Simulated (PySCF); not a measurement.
Vibration and rotation of AlN⁻

PBE0 constants of AlN⁻, ²Π (doublet), unpaired electrons π ↑ (Al def2-SVPD, N def2-SVPD; no relativity (PySCF 2.14); masses 26.9815 and 14.0031 u):

- ωe: 848.0 cm⁻¹
- ωexe: 5.21 cm⁻¹
- Be: 0.57739 cm⁻¹
- αe: 0.00464 cm⁻¹

(1) What force constant and bond length do these constants imply?

(2) Estimate the centrifugal constant D from the Kratzer relation and find the Dunham coefficient a1.

The state was picked by a PBE0 search and need not be the measured ground state.

Answers

(1) Reduced mass μred = 9.2187 u; k = 5.8918×10⁻⁷·μred·ωe² (u, cm⁻¹, mdyn/Å) = 3.91 mdyn/Å; Re = √(16.8576/(μred·Be)) (u, cm⁻¹, Å) = 1.780 Å.

(2) D = 4Be³/ωe² = 1.07e-06 cm⁻¹; a1 = −1 − αeωe/(6Be²) = -2.97.
